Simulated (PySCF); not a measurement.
# C3H8S (ethyl methyl sulfide): the cost of one run

Programs: PySCF 2.14.0, with density-fitted response routines of our own. Each step states its level of theory. These are calculated values for one molecule in the gas phase, unless marked as measured. Atoms count from 0, in the outputs and in this text.

## 1. Starting geometry

12 atoms, charge 0, multiplicity 1; geometry from: GFN2-xTB. The atoms were then displaced at random by about 0.01 Å, so the start is not that level's minimum.

Bonds of the start (Å): C0–C1 1.52, C1–S2 1.81, S2–C3 1.84, C0–H4 1.11, C0–H5 1.08, C0–H6 1.07, C1–H7 1.10, C1–H8 1.08, C3–H9 1.11, C3–H10 1.04, C3–H11 1.09.

## 2. Relaxing the molecule at PBE0-D3(BJ)/def2-SVP

What the job is given:

```
{"job": {"xc": "PBE0", "basis": "def2-SVP", "d3": "d3bj", "grid": 1, "shake": 0.01, "kind": "geom"}, "charge": 0, "multiplicity": 1}
C     -1.488270    -0.371970     0.311790
C     -0.598880     0.746780    -0.202150
S      0.987590     0.115410    -0.815710
C      1.840230    -0.290640     0.766760
H     -2.478120     0.066980     0.568810
H     -1.662400    -1.092310    -0.467110
H     -1.078460    -0.832950     1.186100
H     -0.366370     1.494930     0.569700
H     -1.034240     1.259980    -1.041370
H      1.278320    -1.112600     1.264800
H      2.811980    -0.600890     0.542990
H      1.828310     0.589020     1.412790
```

Run with:

```console
> OMP_NUM_THREADS=1 python probes_run.py task.json out
```

This one command runs all jobs of the session in turn.

Q: Estimate the wall time and peak memory of this first job on 1 thread of Arm Neoverse V1, shared host.

About 28 s, with a peak of 0.41 GiB.
